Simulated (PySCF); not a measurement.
**H2O2 (SMILES OO): B2PLYP/STO-3G**

Aim: the energy change on altering one bond length of H2O2 at B2PLYP/STO-3G, from 2 runs. 

The calculation is run with PySCF 2.14.0.

9 further runs of the same task are left out: 9 set aside as unsound or not needed.

## 1. Starting point

H2O2 has 4 atoms, charge 0, and is taken as a singlet. As SMILES, `OO`. The coordinates come from a PBE0-D4/def2-TZVP relaxation.

Bond lengths: O1–O2 1.426 Å, O1–H3 0.965 Å, O2–H4 0.965 Å. Angles: O1–O2–H4 101.1°, O2–O1–H3 101.1°.

## 2. A single-point energy at B2PLYP/STO-3G

File mol.xyz:

```xyz
4

O     -0.486800    -0.581100     0.030600
O      0.048300     0.728400     0.206900
H      0.186400    -1.117000     0.467400
H      0.252100     0.969800    -0.704900
```

File input.py:

```python
from pyscf import gto, dft, mp

mol = gto.M(
    atom='mol.xyz',
    verbose=3,
    basis='sto-3g',
    max_memory=1860,
    charge=0,
)

mf = dft.RKS(mol, xc='0.53*HF + 0.47*B88, 0.73*LYP')
mf.conv_tol = 1e-10
mf.grids.level = 5
mf.kernel()
if not mf.converged:
    mf = mf.newton().run(mf.mo_coeff, mf.mo_occ)

pt = mp.MP2(mf, frozen=2).run()
e_tot = mf.e_tot + 0.27 * pt.e_corr
print('PT2 part  %.8f' % (0.27 * pt.e_corr))
print('Final energy', e_tot)
```

The run is started by

```sh
$ OMP_NUM_THREADS=1 python input.py
```

What it wrote:

```text
converged SCF energy = -149.219432414673
E(RMP2) = -149.318479655907  E_corr = -0.0990472412335501
E(SCS-RMP2) = -149.331795743848  E_corr = -0.112363329174638
PT2 part  -0.02674276
Final energy -149.246175169806
```

Wall time 1.7 s (1 thread of Arm Neoverse V1, shared host); peak memory 0.17 GiB.

## 3. The distorted shape, same level

File run.py:

```python
from pyscf import gto, dft, mp

system = gto.M(
    atom='''
O   -0.621459  -0.473905  -0.056772
O   -0.086359   0.835595   0.119528
H    0.186400  -1.117000   0.467400
H    0.117441   1.076995  -0.792272
''',
    verbose=3,
    max_memory=1860,
    basis='sto-3g',
    spin=0,
)

ks = dft.RKS(system, xc='0.53*HF + 0.47*B88, 0.73*LYP')
ks.grids.level = 5
ks.conv_tol = 1e-10
ks.kernel()
if not ks.converged:
    ks = ks.newton().run(ks.mo_coeff, ks.mo_occ)

pt = mp.MP2(ks, frozen=2).run()
etot = ks.e_tot + 0.27 * pt.e_corr
print('PT2 part  %.8f' % (0.27 * pt.e_corr))
print(f'total energy: {etot:.8f} hartree')
```

The run is started by

```sh
$ OMP_NUM_THREADS=1 python run.py
```

What it wrote:

```text
converged SCF energy = -149.209511571455
E(RMP2) = -149.324096210531  E_corr = -0.11458463907582
E(SCS-RMP2) = -149.338907887376  E_corr = -0.129396315921416
PT2 part  -0.03093785
total energy: -149.24044942 hartree
```

It took 1.7 s on 1 thread of Arm Neoverse V1, shared host; peak memory 0.17 GiB.

## 4. Summary of results

At B2PLYP/STO-3G, 2 core orbitals frozen:

```
                                                         quantity          value
                                        first shape: total energy  -149.24618 Eh
                            first shape: dipole moment (SCF part)         1.54 D
                   first shape: HOMO energy (SCF part's orbitals)       -6.21 eV
                   first shape: LUMO energy (SCF part's orbitals)        8.95 eV
                 first shape: HOMO–LUMO gap (SCF part's orbitals)       15.16 eV
                                    distorted shape: total energy  -149.24045 Eh
                        distorted shape: dipole moment (SCF part)         1.44 D
               distorted shape: HOMO energy (SCF part's orbitals)       -6.17 eV
               distorted shape: LUMO energy (SCF part's orbitals)        8.14 eV
             distorted shape: HOMO–LUMO gap (SCF part's orbitals)       14.30 eV
energy change with the O1–H3 bond stretched from 0.965 to 1.158 Å       0.156 eV
```

What this shows: With the O1–H3 bond stretched from 0.965 to 1.158 Å the energy rises by 0.16 eV (15.0 kJ/mol). The first shape isn't relaxed at this level, so the change isn't measured from a minimum. The minimal basis adds a large error of its own. Mulliken charges (distorted shape) run from -0.20 on O2 to +0.20 on H4; they depend strongly on the basis.
